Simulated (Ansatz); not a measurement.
# SiHF₂ (quartet): relaxing a cheap start

Aim: relax a generated start of SiHF₂ (quartet) and see which bonds hold.

The runs use Ansatz 0.2.0, Gaussian basis; UKS PBE0/def2-TZVP.

### 1 The system as given

4 atoms, charge 0, spin multiplicity 4.

Atoms are counted from 1 here; the program's logs count them from 0.

Bond lengths: F1–Si2 1.775 Å, Si2–F3 1.775 Å, Si2–H4 1.538 Å. Angles: F1–Si2–F3 156.0°, F1–Si2–H4 78.0°, F3–Si2–H4 78.0°.

The start was built by rule and, where that kept it together, relaxed with GFN2-xTB. Sticks and bond lists go by distance. 

### 2 Relaxation

File in.yaml:

```yaml
crystal:
  periodic: [false, false, false]
  atoms:
    - {symbol: F, position_ang: [-1.734914, 0.148454, 0.000230]}
    - {symbol: Si, position_ang: [-0.001586, -0.231634, -0.001323]}
    - {symbol: F, position_ang: [1.736783, 0.124682, 0.001330]}
    - {symbol: H, position_ang: [0.008940, 1.306027, 0.007460]}
basis:
  gaussian: {orbitals: def2-TZVP}
magnetization: {spin_polarized: true, initial_magnetization: 3}
hamiltonian: {xc: pbe0}
relax: {f_tol: 0.004, max_steps: 80}
```

On the command line:

```console
> ansatz run in.yaml --threads 1 --pin off --events-out ev --progress --plain --max-ram 2176MiB
```

What does the calculation give? Wanted: energy gained; shift from the start; total energy; dipole moment; ⟨S²⟩.

The runs gave:

| quantity | value |
| --- | --- |
| steps | 17 |
| energy gained | 1.063 eV |
| shift from the start (rms) | 1.129 Å |
| total energy | -13318.6985 eV |
| dipole moment | 1.28 D |
| ⟨S²⟩ | 3.752 |

By distance, Si2–H4 opened. Si2–H4 went from 1.538 to 4.353 Å. No vibrations were run, so this is a stationary point, not a proven minimum, and this spin need not be the ground state's.
